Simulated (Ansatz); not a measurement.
Geometry optimisation, RKS revPBE-D4/def2-SVP in Ansatz.

input.yaml

```yaml
crystal:
  periodic: [false, false, false]
  atoms:
    - { symbol: Al, position_ang: [0.063901, 0.329332, -0.097981] }
    - { symbol: H, position_ang: [-0.020503, 0.143046, 1.466608] }
    - { symbol: H, position_ang: [1.467662, 0.69189, -0.774212] }
    - { symbol: H, position_ang: [-1.295193, 0.286436, -0.944864] }
    - { symbol: O, position_ang: [0.155056, -2.463814, 0.876033] }
    - { symbol: H, position_ang: [-0.761996, -2.791599, 0.796281] }
    - { symbol: H, position_ang: [0.062373, -1.720391, 1.532135] }
basis:
  gaussian: { orbitals: def2-SVP }
hamiltonian:
  xc: revpbe
  dispersion: d4
relax:
  f_tol: 0.03
  max_steps: 50
output:
  orbitals: {}
```

Run as:

```bash
$ ansatz run input.yaml --threads 1 --pin off --max-ram 2048MiB --backend cpu --events-out ev --progress --plain --runs-dir out
```

Task: Where does it end, and by what steps?

Result: The run converged. After 7 steps the energy has fallen by 0.649 eV; H6 moved furthest, 0.60 Å. Joined: Al1–O5 (2.96 → 2.08 Å).

| step | energy less start (eV) | largest force component (eV/Å) | accepted |
| --- | --- | --- | --- |
| 0 | 0.0000 | 0.857 | yes |
| 1 | -0.1333 | 1.192 | yes |
| 2 | -0.3541 | 1.624 | yes |
| 3 | -0.5344 | 0.463 | yes |
| 4 | -0.5993 | 0.487 | yes |
| 5 | -0.6420 | 0.211 | yes |
| 6 | -0.6445 | 0.137 | yes |
| 7 | -0.6486 | 0.020 | yes |

```xyz
7
Properties=species:S:1:pos:R:3
Al 0.046 0.054 0.091
H -0.065 0.641 1.594
H 1.419 0.269 -0.716
H -1.326 -0.096 -0.754
O 0.135 -1.941 0.664
H -0.648 -2.426 0.338
H 0.110 -2.025 1.638
```

Whether the end is a true minimum wasn't checked by a vibrational analysis.

Run time: 5.2 s on 1 thread of AMD EPYC 9R45 96-Core Processor (Zen 5) (shared host), peak memory 0.12 GiB.
